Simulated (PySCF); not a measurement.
Bond stretch in SMILES [F][Al]([F])[F] (AlF₃), singlet. The Al1–F4 bond (Al1 also carries F, F; F4 carries nothing else) is stretched with both fragments frozen at the PBE0/def2-TZVP optimised geometry.

- UHF/6-31G (PySCF)
- RHF/6-31G (PySCF)
- UKS-M06-2X = unrestricted M06-2X/6-31G in PySCF
- RKS-M06-2X = restricted M06-2X/6-31G (PySCF)
- UKS-CAM-B3LYP = unrestricted CAM-B3LYP/6-31G in PySCF
- RKS-CAM-B3LYP = restricted CAM-B3LYP/6-31G (PySCF)
- UKS-PBE = unrestricted PBE/6-31G in PySCF 2.14.0
- RKS-PBE = restricted PBE/6-31G (PySCF)
- UKS-B3LYP/6-31G* = unrestricted B3LYP/6-31G*, spherical d (PySCF)
- RKS-B3LYP/6-31G* = PySCF 2.14.0 with restricted B3LYP/6-31G*, spherical d

Scanned distances (Å): 1.31, 1.39, 1.46, 1.52, 1.58, 1.63, 1.70, 1.72, 1.79, 1.88, 2.01, 2.22, 2.41, 2.66, 2.93, 3.24, 3.54, 3.98, 4.43, 4.86, 5.71.

**Question.** Where does the unrestricted solution first break spin symmetry (<S²> of 0.01 or more)?

**Answer.** UHF: between 2.22 and 2.41 Å; UKS-M06-2X: between 2.41 and 2.66 Å; UKS-CAM-B3LYP: between 2.41 and 2.66 Å; UKS-PBE: between 2.66 and 2.93 Å; UKS-B3LYP/6-31G*: between 2.66 and 2.93 Å.

```csv
R / Å,<S²> UHF,E(RHF) − E(UHF) / kcal/mol,<S²> UKS-M06-2X,E(RKS-M06-2X) − E(UKS-M06-2X) / kcal/mol,<S²> UKS-CAM-B3LYP,E(RKS-CAM-B3LYP) − E(UKS-CAM-B3LYP) / kcal/mol,<S²> UKS-PBE,E(RKS-PBE) − E(UKS-PBE) / kcal/mol,<S²> UKS-B3LYP/6-31G*,E(RKS-B3LYP/6-31G*) − E(UKS-B3LYP/6-31G*) / kcal/mol
1.31,0.00,0.0,0.00,0.0,0.00,0.0,0.00,0.0,0.00,0.0
1.39,0.00,0.0,0.00,0.0,0.00,0.0,0.00,0.0,0.00,0.0
1.46,0.00,0.0,0.00,0.0,0.00,0.0,0.00,0.0,0.00,0.0
1.52,0.00,0.0,0.00,0.0,0.00,0.0,0.00,0.0,0.00,0.0
1.58,0.00,0.0,0.00,0.0,0.00,0.0,0.00,0.0,0.00,0.0
1.63,0.00,0.0,0.00,0.0,0.00,0.0,0.00,0.0,0.00,0.0
1.70,0.00,0.0,0.00,0.0,0.00,0.0,0.00,0.0,0.00,0.0
1.72,0.00,0.0,0.00,0.0,0.00,0.0,0.00,0.0,0.00,0.0
1.79,0.00,0.0,0.00,0.0,0.00,0.0,0.00,0.0,0.00,0.0
1.88,0.00,0.0,0.00,0.0,0.00,0.0,0.00,0.0,0.00,0.0
2.01,0.00,0.0,0.00,0.0,0.00,0.0,0.00,0.0,0.00,0.0
2.22,0.00,0.0,0.00,0.0,0.00,0.0,0.00,0.0,0.00,0.0
2.41,0.31,1.3,0.00,0.0,0.00,0.0,0.00,0.0,0.00,0.0
2.66,0.75,17.2,0.23,1.0,0.10,0.2,0.00,0.0,0.00,0.0
2.93,0.90,38.4,0.55,8.3,0.46,4.8,0.09,0.1,0.33,2.2
3.24,0.96,60.3,0.77,19.1,0.68,13.2,0.42,2.6,0.57,8.1
3.54,0.99,77.8,0.88,28.8,0.81,21.6,0.59,—,0.70,14.1
3.98,1.00,98.1,0.97,41.4,0.92,32.8,0.71,—,0.80,21.4
4.43,1.00,113.2,1.00,51.3,1.00,42.0,0.77,—,0.86,27.0
4.86,1.00,123.5,1.00,58.0,1.00,48.9,0.80,—,0.90,30.7
5.71,1.00,136.6,1.00,65.8,1.00,57.2,0.83,—,1.00,34.3
```

A dash means that the run gave no value there, or that the column was ended at a point which the program doubted or which failed a test of continuity chosen for this set; such a test can also cut sound points.
